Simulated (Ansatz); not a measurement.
H$_{3}$Si–PH$_{2}$⁺, doublet: reading a ladder of total energies

Geometry: that of the H3Si–PH2, singlet, kept fixed.

```yaml
atoms:
  - { symbol: Si, position_ang: [-0.0346, 0.0000, 1.1398] }
  - { symbol: P, position_ang: [0.0909, 0.0000, -1.1125] }
  - { symbol: H, position_ang: [0.6699, -1.2091, 1.6403] }
  - { symbol: H, position_ang: [0.6699, 1.2091, 1.6403] }
  - { symbol: H, position_ang: [-1.4250, 0.0000, 1.6660] }
  - { symbol: H, position_ang: [-0.8719, -1.0346, -1.2599] }
  - { symbol: H, position_ang: [-0.8719, 1.0346, -1.2599] }
```

Basis cc-pVDZ; Ansatz 0.2.0. Correlated methods freeze the noble-gas cores, which leaves 13 electrons in 51 orbitals. Prefix R: restricted or restricted open-shell reference; prefix U: unrestricted.

Full CI isn't at hand for all of this; UCCSDT(Q) serves as the reference, and is uncertain by the last step of the cluster series or more.

UCCSD has a T1 diagnostic of 0.016 and a largest doubles amplitude of 0.05.

Runs differ by some tens of microhartree through their thresholds and, for an open shell, their frozen cores, so steps under 0.03 kcal/mol mean nothing.

| level | total energy (hartree) |
| --- | --- |
| UHF | -632.245528 |
| UMP2 | -632.450104 |
| UCCSD | -632.498650 |
| UCCSD(T) | -632.505125 |
| UCCSDT | -632.506478 |
| UCCSDT(Q) | -632.506739 |

**Question.** What is the correlation energy at UCCSDT(Q), and what share of it do UMP2 and UCCSD(T) recover?

**Answer.** E(corr) = -632.506739 − (-632.245528) = -0.261211 hartree = -7.108 eV. UMP2: -0.204576 / -0.261211 = 78.32 %. UCCSD(T): -0.259597 / -0.261211 = 99.38 %.

**Question.** By how many kcal/mol does UCCSD(T) miss UCCSDT(Q) (1 hartree = 627.509 kcal/mol), and which steps make up the rest?

**Answer.** -632.505125 − (-632.506739) = 0.001614 hartree = 1.01 kcal/mol. Steps: UCCSDT − UCCSD(T) = -0.85, UCCSDT(Q) − UCCSDT = -0.16 kcal/mol. Differences between like states or geometries often cancel part of this.
